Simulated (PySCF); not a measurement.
A structure optimised at PBE-D3(BJ)/def2-TZVPD, used in a PySCF frequency run:

```xyz
2

Li     0.0000     0.0000    -1.1862
F      0.0000     0.0000     0.3954
```
Charge 0, spin multiplicity 1.

Task: Write its SMILES, formula and point group.

Result: [Li][F], FLi, C∞v

Task: What are its rotational constants (standard atomic weights)?

Result: 39.744 GHz (linear rotor, B only)
